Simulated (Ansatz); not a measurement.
## Tin, alpha-Sn (diamond): convergence with the k-point mesh

Computed with Ansatz, r²SCAN, scalar-relativistic PAW, on the relaxed cell (a = 6.568 Å; spin not included). Errors count from a run at 500 eV on a Γ-centred 14×14×14 mesh with Fermi-Dirac smearing of 0.1 eV, extrapolated to zero width. Fixed here: cutoff 500 eV, Fermi-Dirac width 0.1 eV. The SCF starts from atomic densities corrected by a trained network.

```csv
k-mesh,E(σ→0) error (meV/atom),P (GPa),SCF iterations
2×2×2,1093.0,7.87,6
2×2×2,1093.0,7.87,6
3×3×3,283.0,1.74,6
4×4×4,93.1,0.55,6
5×5×5,36.6,0.18,6
7×7×7,8.0,0.03,6
12×12×12,0.3,-0.01,7
```

Q: What does the run at 9×9×9 give (k-mesh)?

A: E(σ→0) error (meV/atom): 2.2; P (GPa): 0.01; SCF iterations: 7.

Within 5 meV/atom of the last row: from 9×9×9 on.
